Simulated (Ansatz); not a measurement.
Process, species as SMILES: F[C]F (closed-shell singlet) + 3 [H][H] (H2) → C (CH4) + 2 F (HF)
B3LYP-D3(BJ)/def2-TZVP geometries, fixed; electronic energies without zero-point terms.
Largest species:
```
C
H 1 1.0892
H 1 1.0892 2 109.47
H 1 1.0892 2 109.47 3 120.00
H 1 1.0892 2 109.47 3 -120.00
```

How fast the energy of full hydrogenation converges with the basis for several methods (Ansatz, a quantum-chemistry and plane-wave program): deviation from each method's own reference, in kcal/mol. References: CCSD(T) -116.31 kcal/mol, Hartree-Fock in cc-pVQZ plus the correlation part extrapolated as X^-3 from cc-pVTZ and cc-pVQZ; HF -111.50 kcal/mol, the value in aug-cc-pVQZ; MP2 -122.69 kcal/mol, Hartree-Fock in aug-cc-pVQZ plus the correlation part extrapolated as X^-3 from aug-cc-pVTZ and aug-cc-pVQZ; PBE -113.73 kcal/mol, the value in aug-pcseg-3; PBE0 -119.95 kcal/mol, the value in aug-pcseg-3; r2SCAN -113.76 kcal/mol, the value in aug-pcseg-3. Cartesian d functions, on some or all atoms, in 6-31G*; all else is spherical. In correlated methods cores are frozen. A restricted Hartree-Fock determinant is unstable towards unrestricted orbitals. No added dispersion term, no relativity. 

```tsv
basis	functions	CCSD(T)	HF	MP2	PBE	PBE0	r2SCAN
STO-3G	15	(withheld)	35.73	70.84	81.95	67.98	75.37
6-31G	27	(withheld)	-11.68	10.33	9.53	1.85	4.23
def2-SV(P)	42	(withheld)	17.73	32.61	32.74	27.76	28.54
pcseg-1	42	(withheld)	-1.79	6.78	10.24	6.36	5.68
6-31G*	45	(withheld)	10.74	26.67	26.56	21.04	22.11
def2-TZVPP	93	(withheld)	-0.07	2.01	2.37	1.45	1.44
6-311++G(3df,3pd)	117	(withheld)	-0.29	0.10	0.01	0.06	-0.14
def2-QZVPP	177	(withheld)	-0.02	0.25	0.62	0.40	0.52
```

Problem. Fill in the missing entries.

Solution. 
- STO-3G, CCSD(T): 69.81
- 6-31G, CCSD(T): 10.40
- def2-SV(P), CCSD(T): 33.59
- pcseg-1, CCSD(T): 6.15
- 6-31G*, CCSD(T): 27.65
- def2-TZVPP, CCSD(T): 2.24
- 6-311++G(3df,3pd), CCSD(T): 0.35
- def2-QZVPP, CCSD(T): 0.39

Mean absolute deviation over def2-TZVPP, 6-311++G(3df,3pd): HF 0.18, PBE0 0.75, r2SCAN 0.79, MP2 1.06, PBE 1.19, CCSD(T) 1.29 kcal/mol.
